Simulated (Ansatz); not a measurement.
BH3NS (`N[B]S`) radical from Hartree–Fock to CCSD(T)

```xyz
6

N     0.8998    0.3809    0.0983
B    -0.4287    0.7003    0.2937
S    -1.9272   -0.2194    0.0198
H     1.6452    1.0229    0.3057
H     1.2201   -0.5068   -0.2619
H    -1.4091   -1.3779   -0.4556
```

Charge 0, multiplicity 2. The structure was optimised at the PBE0-D4/def2-TZVP level. It is a higher conformer; a search finds a lower one. Frozen core, unrestricted reference, Ansatz. CBS rows extrapolate triple and quadruple zeta; past MP2 they add the triple-zeta difference.

```
     basis     HF (Eh)  MP2 corr.  CCSD corr.       (T)  CCSD(T) total
  def2-SVP  -478.24047   -0.36469    -0.39861  -0.01166     -478.65074
def2-TZVPP  -478.47150   -0.46507    -0.49721  -0.02141     -478.99012
def2-QZVPP  -478.48657   -0.50144           –         –              –
 CBS(def2)  -478.48864   -0.52839    -0.56053     as TZ     -479.07058
```
